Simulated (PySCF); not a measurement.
PF2PH2, F2H2P2.
Numbering: `[F:1][P:2]([F:3])[PH2:4]` (hydrogens: H5, H6 on P4)

Theory: PBE0-D3(BJ)/def2-SVP geometry optimisation, gas phase (PySCF 2.14.0).

Task: List the bond lengths and angles at this level.

Result: 
```tsv
bond	length (Å)	order
F1–P2, P2–F3	1.614	single
P2–P4	2.238	single
P4–H5, P4–H6	1.432	single
```

Bonds in one row agree within 0.01 Å and their mean is given. Orders are formal, as drawn. A selection of angles:
```tsv
angle	degrees
F1–P2–F3	99.0
F1–P2–P4	96.2
P2–P4–H5	91.1
H5–P4–H6	92.4
```

P4 (three-coordinate phosphorus) is pyramidal (angles 92.4°, 91.2° and 91.1°, sum 274.7°, 0.90 Å off the plane of its three neighbours). P2 (three-coordinate phosphorus) is pyramidal (angles 99.0°, 96.2° and 96.0°, sum 291.2°, 0.88 Å off the plane of its three neighbours).

Point group: Cs (tolerance 0.08 Å). PBE0-D3(BJ)/def2-SVP frequencies: not computed here. The numbers are those of one conformer (F1–P2–P4–H 175° and 83°).
